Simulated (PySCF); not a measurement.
# BNH2 (SMILES B[N]): levels of theory compared

We compute a comparison of 3 runs (UMP2/STO-3G, UCISD/STO-3G, FCI/STO-3G) of BNH2. The job is set up through a Python script.

Program for the calculation: PySCF 2.14.0.

11 further runs of the same task are left out: 4 that didn't finish, 7 set aside as unsound or not needed.

## Step 1: The system as given

BNH2 has 4 atoms, charge 0, and is taken as a triplet. SMILES: `B[N]`. The B1–N2 distance was set to 1.968 Å, away from the relaxed value.

Bond lengths: B1–H3 1.184 Å, B1–H4 1.184 Å. Angles: H3–B1–H4 122.6°. A long bond or contact: B1–N2 1.968 Å.

## Step 2: A single-point energy at UMP2/STO-3G (run 1)

Contents of input.py:

```python
from pyscf import gto, scf, mp

mol = gto.M(
    atom='B -0.574552 0.105707 -0.384760; N 1.041780 -0.191660 0.697680; H -1.595722 -0.374863 -0.026230; H -0.487912 0.758187 -1.369170',
    verbose=3,
    basis='sto-3g',
    max_memory=1860,
    spin=2,
)

mf = scf.UHF(mol)
mf.conv_tol = 1e-10
mf.kernel()
if not mf.converged:
    mf = mf.newton().run(mf.mo_coeff, mf.mo_occ)

pt = mp.MP2(mf, frozen=2).run()
e_final = pt.e_tot
print('E(%s) = %.9f' % ('MP2', e_final))
```

The run is started by

```sh
$ OMP_NUM_THREADS=1 python input.py
```

The program printed:

```text
WARN: HOMO -0.104290751087496 >= LUMO -0.118850419962371

converged SCF energy = -79.1648502048471  <S^2> = 2.2741221  2S+1 = 3.1774972
E(UMP2) = -79.2055855195369  E_corr = -0.0407353146898182
E(SCS-UMP2) = -79.2120932126906  E_corr = -0.0472430078434601
E(MP2) = -79.205585520
```

Run time: 0.76 s. Hardware: 1 thread of Arm Neoverse V1, shared host; peak memory 0.12 GiB.

## Step 3: The energy at UCISD/STO-3G (run 2)

Contents of mol.xyz:

```xyz
4

B     -0.574552     0.105707    -0.384760
N      1.041780    -0.191660     0.697680
H     -1.595722    -0.374863    -0.026230
H     -0.487912     0.758187    -1.369170
```

Contents of run.py:

```python
from pyscf import gto, ci

mol = gto.Mole()
mol.atom = 'mol.xyz'
mol.basis = 'sto-3g'
mol.spin = 2
mol.max_memory = 1860
mol.verbose = 3
mol.build()

mf = mol.UHF()
mf.conv_tol = 1e-10
mf.kernel()
if not mf.converged:
    mf = mf.newton().run(mf.mo_coeff, mf.mo_occ)

cisd = ci.CISD(mf, frozen=2)
cisd.kernel()
e_final = cisd.e_tot
print('E(%s) = %.9f' % ('CISD', e_final))
```

The run is started by

```sh
$ OMP_NUM_THREADS=1 python run.py
```

The program printed:

```text
WARN: HOMO -0.104290751087496 >= LUMO -0.118850419962371

converged SCF energy = -79.1648502048471  <S^2> = 2.2741221  2S+1 = 3.1774972
E(UCISD) = -79.23647887232416  E_corr = -0.07162866747702955
E(CISD) = -79.236478872
```

Wall time 0.87 s (1 thread of Arm Neoverse V1, shared host); peak memory 0.12 GiB.

## Step 4: The energy at FCI/STO-3G (run 3)

Contents of start.xyz:

```xyz
4
BH2N
B     -0.574552     0.105707    -0.384760
N      1.041780    -0.191660     0.697680
H     -1.595722    -0.374863    -0.026230
H     -0.487912     0.758187    -1.369170
```

Contents of run.py:

```python
from pyscf import gto, mcscf

mol = gto.M(
    atom='start.xyz',
    max_memory=1860,
    basis='sto-3g',
    spin=2,
    charge=0,
    verbose=3,
)

mf = mol.ROHF()
mf.conv_tol = 1e-10
mf.kernel()
if not mf.converged:
    mf = mf.newton().run(mf.mo_coeff, mf.mo_occ)

cas = mcscf.CASCI(mf, mf.mo_coeff.shape[-1] - 2, (mol.nelec[0] - 2, mol.nelec[1] - 2))  # full CI above the frozen core
cas.fix_spin_(ss=2.0)
cas.kernel()
etot = cas.e_tot
print(f'total energy: {etot:.8f} hartree')
```

The run is started by

```sh
$ OMP_NUM_THREADS=1 python run.py
```

The program printed:

```text
converged SCF energy = -79.1491455755656
CASCI E = -79.2418244970557  E(CI) = -22.1891080492870  S^2 = 2.0000000
total energy: -79.24182450 hartree
```

Run time: 1.3 s. Hardware: 1 thread of Arm Neoverse V1, shared host; peak memory 0.12 GiB.

## Step 5: All runs side by side

```csv
run,level,energy (Eh),dipole moment (D) of the reference,HOMO energy (eV),LUMO energy (eV),wall time
1,UMP2/STO-3G,-79.205586,1.03,-7.77,5.56,0.76 s
2,UCISD/STO-3G,-79.236479,1.03,-7.77,5.56,0.87 s
3,FCI/STO-3G,-79.241824,1.31,–,–,1.3 s
```

## Step 6: Outcome

| quantity | value |
| --- | --- |
| run 3: total energy | -79.24182 Eh |
| run 3: dipole moment (Hartree–Fock density) | 1.31 D |
| run 3: correlation energy (2 core orbitals frozen) | -92.7 mEh |

Against full CI in this basis: UMP2 +36.2 mEh; UCISD +5.3 mEh. In runs 1, 2, 3 the basis is minimal, so the values are rough. Spin contamination of the reference: run 1 ⟨S²⟩ = 2.27, run 2 ⟨S²⟩ = 2.27. All runs together took 3 s, the longest 1.3 s.
